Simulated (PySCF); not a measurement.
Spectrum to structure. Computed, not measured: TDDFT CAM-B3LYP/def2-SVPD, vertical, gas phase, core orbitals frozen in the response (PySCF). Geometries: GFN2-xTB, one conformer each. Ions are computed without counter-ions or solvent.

```
state  ν̃ (cm⁻¹)       f  main configurations (H = HOMO, L = LUMO)
   S1      43800  0.0017                    H-1→L (79%), H→L (20%)
   S2      44930   0.017                  H-1→L+1 (86%), H→L (11%)
   S3      46060   0.017     H→L (68%), H-1→L (18%), H-1→L+1 (12%)
   S4      47140   0.059                               H→L+1 (97%)
   S5      58570  0.0014                  H-3→L (60%), H-2→L (32%)
   S6      59300  0.0027   H-2→L+1 (48%), H-2→L (32%), H-3→L (14%)
   S7      60000  0.0004   H-2→L+1 (44%), H-2→L (33%), H-3→L (16%)
   S8      62620   0.107                             H-3→L+1 (77%)
```

Triplets computed (Tamm–Dancoff): 5.13, 5.31, 5.54 eV.

Orbital energies (eV): HOMO-3 -17.32, HOMO-2 -16.46, HOMO-1 -15.18, HOMO -15.07, LUMO -6.47, LUMO+1 -6.27, LUMO+2 -3.65.

Question: Which candidate is it?
A. `C[P@@H+]1C=CCC1`
B. `C#C[PH2+]C(C)C`
C. `[O+]#CCC1CC1`

Answer: C. Its S1, at 5.43 eV, is the lowest among the candidates; the nearest of the others has S1 at 5.91 eV. S1 is HOMO-1→LUMO (79%), HOMO→LUMO (20%). Löwdin shares by element: HOMO carbon 81% or more (atoms not listed hold the other 19%); LUMO carbon 55% or more, oxygen 33%, hydrogen 6% or more. At the same level the other candidates give, for their lowest levels:
- `C[P@@H+]1C=CCC1`: 6.83 eV (f 0.246); 7.55 eV (f 0.019); 7.89 eV (f 0.000); 7.92 eV (f 0.001); 8.39 eV (f 0.009); T1 4.35 eV; HOMO -13.98, LUMO -4.15 eV
- `C#C[PH2+]C(C)C`: 5.91 eV (f 0.000); 6.17 eV (f 0.005); 6.17 eV (f 0.001); 8.26 eV (f 0.434); 8.39 eV (f 0.016); T1 4.86 eV; HOMO -14.85, LUMO -4.48 eV

The values belong to the conformer `[O+:1]#[C:2][CH2:3][CH:4]1[CH2:5][CH2:6]1`: C2–C3–C4–C5 -140°.
